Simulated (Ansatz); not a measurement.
# AlH6NS: the cost of one run

Method: RKS PBE0-D4/def2-SVP, in Ansatz 0.2.0.

### Step 1. Starting point

Bond lengths: Al1–N2 2.270 Å, N2–H3 1.060 Å, N2–H4 1.060 Å, Al1–H5 1.560 Å, Al1–H6 1.560 Å, Al1–S7 2.560 Å, S7–H8 1.400 Å. Angles: Al1–N2–H3 120.0°, Al1–N2–H4 120.0°, H3–N2–H4 120.0°, N2–Al1–H5 120.0°, N2–Al1–H6 120.0°, N2–Al1–S7 71.6°, H5–Al1–H6 120.0°, H5–Al1–S7 105.4°, H6–Al1–S7 92.8°, Al1–S7–H8 109.5°.

Coordinates:

```xyz
9

Al    0.0000    0.0000    0.0000
N     0.0000    0.0000    2.2700
H    -0.8770   -0.2713    2.8000
H     0.8770    0.2713    2.8000
H     1.3510    0.0000   -0.7800
H    -1.3510    0.0000   -0.7800
S    -0.3202    2.4082    0.8072
H    -1.6213    2.8314    0.5106
H    -0.1699    1.2777    2.0190
```

### Step 2. Pulling towards end A

Springs on the bonds that form and break draw the guess towards this end; the thresholds are loose.

input.yaml

```yaml
crystal:
  periodic: [false, false, false]
  atoms:
    - { symbol: Al, position_ang: [0.0, 0.0, 0.0] }
    - { symbol: "N", position_ang: [0.0, 0.0, 2.27] }
    - { symbol: H, position_ang: [-0.877, -0.2713, 2.8] }
    - { symbol: H, position_ang: [0.877, 0.2713, 2.8] }
    - { symbol: H, position_ang: [1.351, 0.0, -0.78] }
    - { symbol: H, position_ang: [-1.351, 0.0, -0.78] }
    - { symbol: S, position_ang: [-0.3202, 2.4082, 0.8072] }
    - { symbol: H, position_ang: [-1.6213, 2.8314, 0.5106] }
    - { symbol: H, position_ang: [-0.1699, 1.2777, 2.019] }
basis:
  gaussian: { orbitals: def2-SVP }
hamiltonian:
  xc: pbe0
  dispersion: d4
relax:
  f_tol: 0.15
  max_steps: 25
  restrain:
    - { distance: [0, 6], at: 3.46, k: 30.0 }
    - { distance: [8, 1], at: 2.26, k: 30.0 }
    - { distance: [0, 1], at: 1.92, k: 30.0 }
    - { distance: [8, 6], at: 1.4, k: 30.0 }
output:
  orbitals: {}
```

The run is started by

```
$ ansatz run input.yaml --threads 1 --pin off --max-ram 2048MiB --backend cpu --events-out ev --progress --plain --runs-dir out
```

Q: Estimate wall time and peak memory on 1 thread of Arm Neoverse V2, shared host.

About 23 s, with a peak of 0.15 GiB.
